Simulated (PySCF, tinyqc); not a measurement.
Worked calculation: RKS/exchange-only LDA in the sto-6g basis, for CH2, spin multiplicity 1. The lowest restricted solution is unstable here: a spin-polarised one lies 0.0171 hartree lower (PySCF). One step of it, computed by the program tinyqc.

Task: Orthogonalisation. S = U s U^T; symmetric (Loewdin) form X = U s^(-1/2) U^T, so that X^T S X = 1.

overlap S, order 1C 1s, 1C 2s, 1C 2px, 1C 2py, 1C 2pz, 2H 1s, 3H 1s:
$$\begin{pmatrix}
1.000000 & 0.243228 & 0.000000 & 0.000000 & 0.000000 & 0.034599 & 0.034599 \\
0.243228 & 1.000000 & 0.000000 & 0.000000 & 0.000000 & 0.347695 & 0.347695 \\
0.000000 & 0.000000 & 1.000000 & 0.000000 & 0.000000 & 0.000000 & 0.000000 \\
0.000000 & 0.000000 & 0.000000 & 1.000000 & 0.000000 & 0.295503 & -0.295503 \\
0.000000 & 0.000000 & 0.000000 & 0.000000 & 1.000000 & 0.213865 & 0.213865 \\
0.034599 & 0.347695 & 0.000000 & 0.295503 & 0.213865 & 1.000000 & 0.085470 \\
0.034599 & 0.347695 & 0.000000 & -0.295503 & 0.213865 & 0.085470 & 1.000000
\end{pmatrix}$$

Give: eigenvalues of S; X.

Result:

eigenvalues of S: [0.436, 0.537, 0.869, 1.000, 1.109, 1.377, 1.671]

X, order 1C 1s, 1C 2s, 1C 2px, 1C 2py, 1C 2pz, 2H 1s, 3H 1s:
$$\begin{pmatrix}
1.025 & -0.139 & 0.000 & 0.000 & -0.008 & 0.019 & 0.019 \\
-0.139 & 1.140 & 0.000 & 0.000 & 0.070 & -0.210 & -0.210 \\
0.000 & 0.000 & 1.000 & 0.000 & 0.000 & 0.000 & 0.000 \\
0.000 & 0.000 & 0.000 & 1.082 & 0.000 & -0.180 & 0.180 \\
-0.008 & 0.070 & 0.000 & 0.000 & 1.042 & -0.127 & -0.127 \\
0.019 & -0.210 & 0.000 & -0.180 & -0.127 & 1.119 & -0.015 \\
0.019 & -0.210 & 0.000 & 0.180 & -0.127 & -0.015 & 1.119
\end{pmatrix}$$
